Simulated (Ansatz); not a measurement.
# C2H3Na (SMILES C=[CH][Na]): functionals against CCSD(T) at one geometry

How do the functionals fare away from a minimum? The structure is a structure displaced at random from a GFN2-xTB minimum.

Computed with Ansatz 0.2.0, Gaussian basis. Level: single points in def2-TZVPP.

Correlated methods freeze the cores. The outer core shell of Li, Na, Mg and K is correlated.

## (1) The system as given

6 atoms, charge 0, spin multiplicity 1.

Atoms are counted from 1 here; the program's logs count them from 0.

Bond lengths: C1–C2 1.274 Å, C1–H4 1.135 Å, C1–H5 0.939 Å, C2–Na3 2.210 Å. Angles: C2–C1–H4 114.4°, C2–C1–H5 135.1°, H4–C1–H5 110.5°, C1–C2–Na3 132.1°.

As a file:

```
atom    x (Å)    y (Å)    z (Å)
  C1  -0.6451   0.1936  -0.3751
  C2   0.4464   0.0918   0.2739
 Na3   1.8353  -1.5992   0.5837
  H4  -0.8792  -0.6947  -1.0419
  H5  -1.3266   0.8368  -0.4338
  H6   0.5049   1.3544   1.2517
```

## (2) CCSD(T)/def2-TZVPP

Input file run/in.yaml:

```yaml
crystal:
  periodic: [false, false, false]
  atoms:
    - {symbol: C, position_ang: [-0.645100, 0.193600, -0.375100]}
    - {symbol: C, position_ang: [0.446400, 0.091800, 0.273900]}
    - {symbol: Na, position_ang: [1.835300, -1.599200, 0.583700]}
    - {symbol: H, position_ang: [-0.879200, -0.694700, -1.041900]}
    - {symbol: H, position_ang: [-1.326600, 0.836800, -0.433800]}
    - {symbol: H, position_ang: [0.504900, 1.354400, 1.251700]}
basis:
  gaussian: {orbitals: def2-TZVPP}
correlation: {method: ccsd_t}
output: {forces: true}
```

No record of the launch command was kept for these runs.

## (3) PBE0-D4/def2-TZVPP

Changes to run/in.yaml since step 2:

```diff
@@ -11,3 +11,3 @@
   gaussian: {orbitals: def2-TZVPP}
-correlation: {method: ccsd_t}
-output: {forces: true}
+hamiltonian: {xc: pbe0, dispersion: d4}
+output: {forces: true, orbitals: {seedname: orbitals}}
```

## (4) wB97M-V/def2-TZVPP

Changes to run/in.yaml since step 3:

```diff
@@ -11,3 +11,3 @@
   gaussian: {orbitals: def2-TZVPP}
-hamiltonian: {xc: pbe0, dispersion: d4}
-output: {forces: true, orbitals: {seedname: orbitals}}
+hamiltonian: {xc: {name: wB97M-V}}
+output: {forces: true}
```

## (5) r2SCAN-D4/def2-TZVPP

Changes to run/in.yaml since step 4:

```diff
@@ -11,3 +11,3 @@
   gaussian: {orbitals: def2-TZVPP}
-hamiltonian: {xc: {name: wB97M-V}}
+hamiltonian: {xc: r2scan, dispersion: d4}
 output: {forces: true}
```

## (6) PBE-D4/def2-TZVPP

Changes to run/in.yaml since step 5:

```diff
@@ -11,3 +11,3 @@
   gaussian: {orbitals: def2-TZVPP}
-hamiltonian: {xc: r2scan, dispersion: d4}
+hamiltonian: {xc: pbe, dispersion: d4}
 output: {forces: true}
```

## (7) BLYP-D4/def2-TZVPP

Changes to run/in.yaml since step 6:

```diff
@@ -11,3 +11,3 @@
   gaussian: {orbitals: def2-TZVPP}
-hamiltonian: {xc: pbe, dispersion: d4}
+hamiltonian: {xc: {name: BLYP}, dispersion: d4}
 output: {forces: true}
```

## (8) r2SCAN0-D4/def2-TZVPP

Changes to run/in.yaml since step 7:

```diff
@@ -11,3 +11,3 @@
   gaussian: {orbitals: def2-TZVPP}
-hamiltonian: {xc: {name: BLYP}, dispersion: d4}
+hamiltonian: {xc: {name: r2SCAN0}, dispersion: d4}
 output: {forces: true}
```

(Steps that only read results are left out.)

What does the calculation give? Wanted: energy less free atoms, CCSD(T)/def2-TZVPP; RMS force component; RMS force error; HOMO and LUMO, PBE0-D4; T1 diagnostic.

As calculated:

| quantity | value |
| --- | --- |
| energy less free atoms, CCSD(T)/def2-TZVPP | -1775.4 kJ/mol |
| RMS force component | 2.974 to 3.076 eV/Å over the methods |
| RMS force error | PBE0-D4 0.338, wB97M-V 0.315, r2SCAN-D4 0.314, PBE-D4 0.276, BLYP-D4 0.287, r2SCAN0-D4 0.377 eV/Å |
| HOMO and LUMO, PBE0-D4 | -4.95 and -1.48 eV |
| T1 diagnostic | 0.017 |

What this shows: Against CCSD(T) the functionals' energies less atoms differ by -108.4 to -16.4 kJ/mol, PBE-D4 by -108.4 kJ/mol. The reference is not at the basis limit: in triple zeta CCSD(T) underbinds, which counts against methods that bind more; the gaps are no ranking. The forces of PBE-D4 come nearest to CCSD(T), those of r2SCAN0-D4 are farthest. Frozen-core CCSD(T) forces in triple zeta carry basis errors of their own, and this is one geometry, so small gaps rank nothing.
